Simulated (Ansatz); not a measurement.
**fcc against bcc along the alkaline-earth metals**

These are results of DFT, PBEsol, plane waves (420 eV) with PAW, scalar-relativistic (Ansatz), not measurements. The PAW files were generated under PBE, with cores re-solved for the functional.

Each structure is relaxed within its symmetry, in the lowest magnetic state of the tried starts. Differences under about 8 meV lie within the error of the k-point mesh.

```json
{"element": "Be", "E(fcc) − E(bcc) (meV/atom)": "-19", "V(fcc) (Å³/atom)": "7.80", "V(bcc) (Å³/atom)": "7.75", "state of fcc": "spin not included", "state of bcc": "spin not included"}
{"element": "Mg", "E(fcc) − E(bcc) (meV/atom)": "-14", "V(fcc) (Å³/atom)": "22.67", "V(bcc) (Å³/atom)": "22.48", "state of fcc": "spin not included", "state of bcc": "spin not included"}
{"element": "Ca", "E(fcc) − E(bcc) (meV/atom)": "-16", "V(fcc) (Å³/atom)": "40.60", "V(bcc) (Å³/atom)": "40.50", "state of fcc": "spin not included", "state of bcc": "spin not included"}
{"element": "Sr", "E(fcc) − E(bcc) (meV/atom)": "-4", "V(fcc) (Å³/atom)": "52.23", "V(bcc) (Å³/atom)": "51.33", "state of fcc": "spin not included", "state of bcc": "spin not included"}
{"element": "Ba", "E(fcc) − E(bcc) (meV/atom)": "17", "V(fcc) (Å³/atom)": "58.50", "V(bcc) (Å³/atom)": "58.01", "state of fcc": "spin not included", "state of bcc": "spin not included"}
```
